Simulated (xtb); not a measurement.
C4H9 (SMILES [CH2-]C(C)C), charge -1, singlet, geometry from GFN2-xTB; GFN2-xTB in xtb.

Here is a job for xtb.
```
$ xtb mol.xyz --gfn 2 --chrg -1 --uhf 0 --json

# file mol.xyz
13

C      0.00360706     0.07275878     0.35852744
H      0.01413019    -0.02455558     1.49184561
C      0.00197210     1.48905250    -0.21294948
H     -0.87836911     2.02265113     0.26479170
H      0.89409793     2.01789160     0.24792523
C      1.24251803    -0.68650164    -0.13018073
H      1.27251834    -0.67330054    -1.21910898
H      2.14853428    -0.20354655     0.23586489
H      1.24765967    -1.73021109     0.20964392
C     -1.24843893    -0.67981278    -0.10647724
H     -1.29908454    -0.66639513    -1.19463808
H     -1.25271749    -1.72349693     0.23343705
H     -2.14471882    -0.19201806     0.27671870
```

Output, abridged:

```
   ID    Z sym.   atoms
    1    6 C      1, 3, 6, 10
    2    1 H      2, 4, 5, 7-9, 11-13

           -------------------------------------------------
          |                Calculation Setup                |
           -------------------------------------------------

           -------------------------------------------------
          |                 G F N 2 - x T B                 |
           -------------------------------------------------

          ...................................................
          :                      SETUP                      :
          :.................................................:
          :  # basis functions                  25          :
          :  # atomic orbitals                  25          :
          :  # shells                           17          :
          :  # electrons                        26          :
          :  max. iterations                   250          :
          :  Hamiltonian                  GFN2-xTB          :
          :  restarted?                      false          :
          :  GBSA solvation                  false          :
          :  PC potential                    false          :
          :  electronic temp.          300.0000000     K    :
          :  accuracy                    1.0000000          :
          :  -> integral cutoff          0.2500000E+02      :
          :  -> integral neglect         0.1000000E-07      :
          :  -> SCF convergence          0.1000000E-05 Eh   :
          :  -> wf. convergence          0.1000000E-03 e    :
          :  Broyden damping             0.4000000          :
          :  net charge                         -1          :
          :  unpaired electrons                  0          :
          ...................................................

 iter      E             dE          RMSdq      gap      omega  full diag
   1    -13.2863381 -0.132863E+02  0.364E+00   10.65       0.0  T
   2    -13.3983823 -0.112044E+00  0.208E+00    8.54       1.0  T
   3    -13.3994523 -0.106999E-02  0.123E+00    8.59       1.0  T
   4    -13.3996370 -0.184754E-03  0.207E-01    8.41       1.0  T
   5    -13.3997550 -0.118004E-03  0.908E-02    8.42       1.0  T
   6    -13.3997582 -0.316763E-05  0.272E-02    8.41       1.0  T
   7    -13.3997587 -0.484481E-06  0.538E-03    8.42       5.2  T
   8    -13.3997587 -0.146549E-07  0.155E-03    8.42      17.9  T
   9    -13.3997587 -0.517561E-08  0.435E-04    8.42      63.7  T
[...]
         :: total energy             -13.224566243963 Eh    ::
[...]
    11   1 H        0.925     0.002     3.018     2.717
    12   1 H        0.924    -0.037     3.794     3.046
    13   1 H        0.925    -0.006     3.162     2.781

 Mol. C6AA /au·bohr⁶  :       1551.485631
 Mol. C8AA /au·bohr⁸  :      30572.119151
 Mol. α(0) /au        :         60.220418

Wiberg/Mayer (AO) data.
largest (>0.10) Wiberg bond orders for each atom

 ---------------------------------------------------------------------------
     #   Z sym  total        # sym  WBO       # sym  WBO       # sym  WBO
 ---------------------------------------------------------------------------
     1   6 C    3.914 --     6 C    0.996    10 C    0.996     3 C    0.981
                             2 H    0.936
     2   1 H    0.990 --     1 C    0.936
     3   6 C    2.948 --     1 C    0.981     4 H    0.951     5 H    0.951
     4   1 H    0.967 --     3 C    0.951
     5   1 H    0.967 --     3 C    0.951
     6   6 C    3.988 --     1 C    0.996     8 H    0.989     7 H    0.989
                             9 H    0.985
     7   1 H    1.000 --     6 C    0.989
     8   1 H    1.000 --     6 C    0.989
     9   1 H    0.999 --     6 C    0.985
    10   6 C    3.988 --     1 C    0.996    13 H    0.989    11 H    0.989
                            12 H    0.985
    11   1 H    1.000 --    10 C    0.989
    12   1 H    0.999 --    10 C    0.985
    13   1 H    1.000 --    10 C    0.989
 ---------------------------------------------------------------------------

Topologies differ in total number of bonds
Writing topology from bond orders to xtbtopo.mol

molecular dipole:
                 x           y           z       tot (Debye)
 q only:       -0.008      -1.892      -0.325
   full:       -0.003      -2.199       0.336       5.654
molecular quadrupole (traceless):
                xx          xy          yy          xz          yz          zz
 q only:        2.545      -0.029      -7.315       0.020      -0.316       4.769
  q+dip:        3.022      -0.007      -7.619       0.021       2.289       4.597
   full:        3.486      -0.007      -7.335       0.010       2.350       3.848

           -------------------------------------------------
          | TOTAL ENERGY              -13.224566243963 Eh   |
          | GRADIENT NORM               0.000064459661 Eh/α |
          | HOMO-LUMO GAP               8.421734541386 eV   |
           -------------------------------------------------

normal termination of xtb
```
